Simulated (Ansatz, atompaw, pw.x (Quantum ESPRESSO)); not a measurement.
## What a changed setting does to a pw.x run (diamond S)

Potential: PAW, atompaw 4.2.0.5, LDA (PW92); core [Ne], reference 3s2 3p4; waves: 3s (bound): rc 1.50 bohr; 3s channel at 3.8 Ry: rc 1.15 bohr; 3p (bound): rc 1.50 bohr; 3p channel at 1.9 Ry: rc 1.50 bohr; 3d channel at -0.05 Ry: rc 1.10 bohr; local part: troulliermartins scheme with l = 3 at 1 Ry, radius 1.40 bohr; core correction: smooth core density matched at 1.20 bohr; augmentation: besselshape compensation charge, radius 1.50 bohr; PAW radius 1.50 bohr; waves and projectors: custom polynom2 7 10 vanderbiltortho.

The reference run (k-mesh 8³, cutoffs 40/400 Ry, Fermi–Dirac 0.01 Ry, mixing_beta 0.4, conv_thr 1e-9, no spin) gives 0.15 GPa at 22.380 Å³/atom, where all-electron LAPW gives 0.01 GPa. This run, with its own iteration cap, changes nspin = 2 with starting_magnetization to 0.5.

```
&control
  calculation='scf', prefix='x', pseudo_dir='./', outdir='./tmp', tstress=.true., disk_io='none'
/
&system
  ibrav=0, nat=2, ntyp=1, ecutwfc=40, ecutrho=400, nbnd=14,
  occupations='smearing', smearing='fd', degauss=0.01, nspin=2, starting_magnetization(1)=0.5
/
&electrons
  conv_thr=1e-09, mixing_beta=0.4, electron_maxstep=50
/
ATOMIC_SPECIES
S 1.0 S.UPF
CELL_PARAMETERS angstrom
  0.00000000 2.81808028 2.81808028
  2.81808028 0.00000000 2.81808028
  2.81808028 2.81808028 0.00000000
ATOMIC_POSITIONS crystal
S 0.0000 0.0000 0.0000
S 0.2500 0.2500 0.2500
K_POINTS automatic
8 8 8 0 0 0
```

```bash
pw.x < S.scf.in > S.scf.out
```

Task: How does the run end?

Result: It converges in 9 iterations; the free energy moves by +0.0 meV/atom and the pressure by +0.00 GPa. The result is that of the reference run.

```
Message from routine setup:
     using ibrav=0 with symmetry is DISCOURAGED, use correct ibrav instead
     lattice parameter (alat)  =       7.5313  a.u.
     unit-cell volume          =     302.0555 (a.u.)^3
     number of electrons       =        12.00
     number of Kohn-Sham states=           14
     kinetic-energy cutoff     =      40.0000  Ry
     charge density cutoff     =     400.0000  Ry
     scf convergence threshold =      1.0E-09
     Exchange-correlation= SLA PW NOGX NOGC
     atomic species   magnetization
     number of k points=    29  Fermi-Dirac smearing, width (Ry)=  0.0100
     negative rho (up, down):  6.015E-03 2.005E-03
     iteration #  1     ecut=    40.00 Ry     beta= 0.40
     negative rho (up, down):  5.531E-03 2.474E-03
     total energy              =    -127.39642439 Ry
     estimated scf accuracy    <       0.04429230 Ry
     total magnetization       =     1.71 Bohr mag/cell
     absolute magnetization    =     1.71 Bohr mag/cell
     iteration #  2     ecut=    40.00 Ry     beta= 0.40
     negative rho (up, down):  4.443E-03 3.508E-03
     total energy              =    -127.46976151 Ry
     estimated scf accuracy    <       0.02078727 Ry
     total magnetization       =     1.34 Bohr mag/cell
     absolute magnetization    =     1.34 Bohr mag/cell
     iteration #  3     ecut=    40.00 Ry     beta= 0.40
     negative rho (up, down):  4.118E-03 3.814E-03
     total energy              =    -127.49886449 Ry
     estimated scf accuracy    <       0.00095378 Ry
     total magnetization       =     0.33 Bohr mag/cell
     absolute magnetization    =     0.33 Bohr mag/cell
     [... 3 iterations left out ...]
     iteration #  7     ecut=    40.00 Ry     beta= 0.40
     negative rho (up, down):  3.977E-03 3.976E-03
     total energy              =    -127.50111409 Ry
     estimated scf accuracy    <       0.00000019 Ry
     total magnetization       =    -0.00 Bohr mag/cell
     absolute magnetization    =     0.00 Bohr mag/cell
     iteration #  8     ecut=    40.00 Ry     beta= 0.40
     negative rho (up, down):  3.976E-03 3.976E-03
     total energy              =    -127.50111469 Ry
     estimated scf accuracy    <          2.0E-09 Ry
     total magnetization       =     0.00 Bohr mag/cell
     absolute magnetization    =     0.00 Bohr mag/cell
     iteration #  9     ecut=    40.00 Ry     beta= 0.40
     negative rho (up, down):  3.976E-03 3.976E-03
     the Fermi energy is     5.2196 ev
!    total energy              =    -127.50111470 Ry
     estimated scf accuracy    <          1.1E-10 Ry
     smearing contrib. (-TS)   =      -0.00748630 Ry
     total magnetization       =     0.00 Bohr mag/cell
     absolute magnetization    =     0.00 Bohr mag/cell
     convergence has been achieved in   9 iterations
     negative rho (up, down):  3.976E-03 3.976E-03
          total   stress  (Ry/bohr**3)                   (kbar)     P=        1.55
     Message from routine punch:
     Nothing written, as per user request (disk_io='none')
```

The run took about 22 s on one core of a shared host (Intel(R) Xeon(R) Platinum 8259CL CPU @ 2.50GHz, 48 threads, 374 GiB, load 27).
